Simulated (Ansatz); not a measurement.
Cubic perovskite SrTiO3 (cubic form, which distorts at low temperature) was calculated with PBE0 (Ansatz, a first-principles code, plane waves, PAW).

Numerical settings: plane-wave cutoff 520 eV, 6×6×6 k mesh, no spin polarisation, scalar-relativistic PAW data made under PBE.

Cell (relaxed at this level):

```xyz
5
Lattice="3.8938 0.0000 0.0000 0.0000 3.8938 0.0000 0.0000 0.0000 3.8938" Properties=species:S:1:pos:R:3 pbc="T T T"
Sr     0.0000     0.0000     0.0000
Ti     1.9469     1.9469     1.9469
O      1.9469     0.0000     1.9469
O      0.0000     1.9469     1.9469
O      1.9469     1.9469     0.0000
```

Task: Predict the Poisson ratio, polycrystal shear modulus (Hill average), elastic constant C44, elastic constant C12 and elastic constant C11.

Result: 
* **Poisson ratio**: 0.235
* **polycrystal shear modulus (Hill average)**: 125 GPa
* **elastic constant C44**: 127 GPa
* **elastic constant C12**: 113 GPa
* **elastic constant C11**: 358 GPa

Measured, for comparison: elastic constant C44 124 GPa, elastic constant C12 103 GPa, elastic constant C11 318 GPa (273 K, not corrected to a static lattice; as tabulated in Frostenson et al. (2021), arXiv:2109.07393). Computed (rounded) less measured: elastic constant C44 +2 %, elastic constant C12 +10 %, elastic constant C11 +13 %. A static lattice is as a rule a little smaller and stiffer than an uncorrected measurement, which narrows the difference in the elastic constant C44, elastic constant C12 and would widen misses of the other sign.

Note: the relaxation could not lower the start's symmetry, so the cell can be a saddle point above a distorted one.

Elastic constants are with the ions relaxed.

It cost around 40 core-minutes (rough) of CPU time.
